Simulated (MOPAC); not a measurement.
MOPAC input (MNDO):

```
MNDO PRECISE GNORM=0.05 LET XYZ GEO-OK AUX(PRECISION=9) THREADS=1
C3H3N

C    -0.16236090 1   -1.63160929 1    0.00472890 1
C     0.56869988 1   -0.51929546 1   -0.00222610 1
C    -0.00500061 1    0.78581138 1   -0.00177715 1
H    -1.24346061 1   -1.60018079 1    0.01115878 1
H     0.31248639 1   -2.60293919 1    0.00410686 1
H     1.65159121 1   -0.55725999 1   -0.00865172 1
N    -0.44694960 1    1.85013432 1   -0.00156684 1
```

Output:

```
 *******************************************************************************
 **                                                                           **
 **                              MOPAC v23.2.5                                **
 **                                                                           **
 *******************************************************************************
 ** MOPAC's Digital Object Identifier: https://doi.org/10.5281/zenodo.6511958 **
 **                                                                           **
 ** Please cite the open-source release paper for use of this MOPAC version:  **
 ** J. E. Moussa and J. J. P. Stewart (2026)                                  **
 ** MOPAC: An open-source semiempirical molecular orbital program             **
 ** J. Open Source Softw., 11(119), 8025, https://doi.org/10.21105/joss.08025 **
 *******************************************************************************

                              MNDO CALCULATION RESULTS

 *******************************************************************************
 *  MNDO       - The MNDO Hamiltonian to be used
 *  GEO-OK     - OVERRIDE INTERATOMIC DISTANCE AND OTHER SAFETY CHECKS
 *  LET        - OVERRIDE SOME SAFETY CHECKS
 *  PRECISE    - TIGHTER CRITERIA TO BE USED
 *  XYZ        - CARTESIAN COORDINATE SYSTEM TO BE USED
 *  GNORM      - EXIT WHEN GRADIENT NORM DROPS BELOW 0.050
 *  AUX        - OUTPUT AUXILIARY INFORMATION
 *******************************************************************************
MNDO PRECISE GNORM=0.05 LET XYZ GEO-OK AUX(PRECISION=9) THREADS=1
 C3H3N

   ATOM   CHEMICAL          X               Y               Z
  NUMBER   SYMBOL      (ANGSTROMS)     (ANGSTROMS)     (ANGSTROMS)

     1       C         -0.16236090  *  -1.63160929  *   0.00472890  *
     2       C          0.56869988  *  -0.51929546  *  -0.00222610  *
     3       C         -0.00500061  *   0.78581138  *  -0.00177715  *
     4       H         -1.24346061  *  -1.60018079  *   0.01115878  *
     5       H          0.31248639  *  -2.60293919  *   0.00410686  *
     6       H          1.65159121  *  -0.55725999  *  -0.00865172  *
     7       N         -0.44694960  *   1.85013432  *  -0.00156684  *

          CARTESIAN COORDINATES

    NO.       ATOM           X           Y           Z

     1         C         -0.1624     -1.6316      0.0047
     2         C          0.5687     -0.5193     -0.0022
     3         C         -0.0050      0.7858     -0.0018
     4         H         -1.2435     -1.6002      0.0112
     5         H          0.3125     -2.6029      0.0041
     6         H          1.6516     -0.5573     -0.0087
     7         N         -0.4469      1.8501     -0.0016

  H: (MNDO): M.J.S. DEWAR, W. THIEL, J. AM. CHEM. SOC., 99, 4899, (1977)
  C: (MNDO): M.J.S. DEWAR, W. THIEL, J. AM. CHEM. SOC., 99, 4899, (1977)
  N: (MNDO): M.J.S. DEWAR, W. THIEL, J. AM. CHEM. SOC., 99, 4899, (1977)

           Empirical Formula: C3 H3 N  =     7 atoms

      MOLECULAR POINT GROUP   :   Cs

      RHF CALCULATION, NO. OF DOUBLY OCCUPIED LEVELS = 10

          Geometry optimization using EF

          DIAGONAL MATRIX USED AS START HESSIAN

 CYCLE:     1  GRAD.:    56.164 HEAT:  44.66549
 CYCLE:     2  GRAD.:   856.070 HEAT:  127.4342
 CYCLE:     3  GRAD.:    96.080 HEAT:  47.26071
 CYCLE:     4  GRAD.:   707.698 HEAT:  97.69007
 CYCLE:     5  GRAD.:   650.158 HEAT:  97.22732
 CYCLE:     6  GRAD.:   516.401 HEAT:  83.56671
 CYCLE:     7  GRAD.:   324.847 HEAT:  65.98941
 CYCLE:     8  GRAD.:   473.356 HEAT:  66.52861
 CYCLE:     9  GRAD.:   383.579 HEAT:  68.16025
 CYCLE:    10  GRAD.:   454.322 HEAT:  73.41275
 CYCLE:    11  GRAD.:   150.867 HEAT:  50.19885
 CYCLE:    12  GRAD.:   419.488 HEAT:  76.21920
 CYCLE:    13  GRAD.:   149.841 HEAT:  50.15191
 CYCLE:    14  GRAD.:   269.737 HEAT:  53.13873
 CYCLE:    15  GRAD.:    16.372 HEAT:  43.89037
 CYCLE:    16  GRAD.:     4.307 HEAT:  43.81087
 CYCLE:    17  GRAD.:     2.246 HEAT:  43.80546
 CYCLE:    18  GRAD.:     1.020 HEAT:  43.80141
 CYCLE:    19  GRAD.:     0.481 HEAT:  43.80120
 CYCLE:    20  GRAD.:     0.029 HEAT:  43.80114

     GRADIENT =  0.02871 IS LESS THAN CUTOFF =  0.05000

 -------------------------------------------------------------------------------
 MNDO PRECISE GNORM=0.05 LET XYZ GEO-OK AUX(PRECISION=9) THREADS=1
 C3H3N

     GEOMETRY OPTIMISED USING EIGENVECTOR FOLLOWING (EF).
     SCF FIELD WAS ACHIEVED

                              MNDO CALCULATION
                                                       MOPAC v23.2.5 Linux

          FINAL HEAT OF FORMATION =         43.80114 KCAL/MOL =     183.26398 KJ/MOL

          COSMO AREA              =         97.79 SQUARE ANGSTROMS
          COSMO VOLUME            =         79.50 CUBIC ANGSTROMS

          GRADIENT NORM           =          0.02871          =       0.01085 PER ATOM
          IONIZATION POTENTIAL    =         10.613041 EV
          HOMO LUMO ENERGIES (EV) =        -10.613  0.023
          NO. OF FILLED LEVELS    =         10
          MOLECULAR WEIGHT        =         53.0634         POINT GROUP:  Cs

          MOLECULAR DIMENSIONS (Angstroms)

            Atom       Atom       Distance
            N     7    H     5     4.56904
            H     6    H     4     3.04843
            C     2    C     3     0.00000

          SCF CALCULATIONS        =         21

   ATOM   CHEMICAL          X               Y               Z
  NUMBER   SYMBOL      (ANGSTROMS)     (ANGSTROMS)     (ANGSTROMS)

     1       C         -0.16053504  *  -1.65048325  *   0.00476132  *
     2       C          0.55415297  *  -0.51230321  *  -0.00215469  *
     3       C         -0.00146199  *   0.79796541  *  -0.00182639  *
     4       H         -1.24874001  *  -1.68947575  *   0.01139589  *
     5       H          0.31515684  *  -2.63053912  *   0.00415428  *
     6       H          1.64962034  *  -0.53819780  *  -0.00868371  *
     7       N         -0.43721792  *   1.87612583  *  -0.00168514  *

                             CARTESIAN COORDINATES

   1    C       -0.160535041    -1.650483252     0.004761325
   2    C        0.554152969    -0.512303208    -0.002154689
   3    C       -0.001461987     0.797965412    -0.001826385
   4    H       -1.248740007    -1.689475752     0.011395892
   5    H        0.315156843    -2.630539124     0.004154277
   6    H        1.649620341    -0.538197800    -0.008683708
   7    N       -0.437217923     1.876125832    -0.001685145

           Empirical Formula: C3 H3 N  =     7 atoms

      MOLECULAR POINT GROUP   :   Cs

                  EIGENVALUES
 -39.36270 -35.04742 -25.11463 -18.46884 -16.15730 -14.67321 -13.87583 -13.64350
 -12.83511 -10.61304   0.02328   1.72907   2.36962   3.22045   4.07674   4.64698
   4.76320   5.57731   7.40455

              NET ATOMIC CHARGES AND DIPOLE CONTRIBUTIONS

  ATOM NO.   TYPE          CHARGE      No. of ELECS.   s-Pop       p-Pop
    1          C          -0.002223        4.0022     1.23318     2.76904
    2          C          -0.032494        4.0325     1.17763     2.85486
    3          C          -0.060479        4.0605     1.25220     2.80828
    4          H           0.053408        0.9466     0.94659
    5          H           0.050822        0.9492     0.94918
    6          H           0.074935        0.9251     0.92506
    7          N          -0.083969        5.0840     1.82135     3.26262
 DIPOLE           X         Y         Z       TOTAL
 POINT-CHG.     0.442    -2.160     0.002     2.205
 HYBRID         0.329    -0.709    -0.000     0.782
 SUM            0.771    -2.869     0.002     2.971

          ATOMIC ORBITAL ELECTRON POPULATIONS

     Atom    s        px        py        pz
    1  C   1.23318   0.93127   0.91836   0.91941
    2  C   1.17763   0.93875   0.85105   1.06506
    3  C   1.25220   0.93523   0.93113   0.94191
    4  H   0.94659
    5  H   0.94918
    6  H   0.92506
    7  N   1.82135   1.07836   1.11064   1.07362

 **********************
 *                    *
 * JOB ENDED NORMALLY *
 *                    *
 **********************

 == MOPAC DONE ==
```
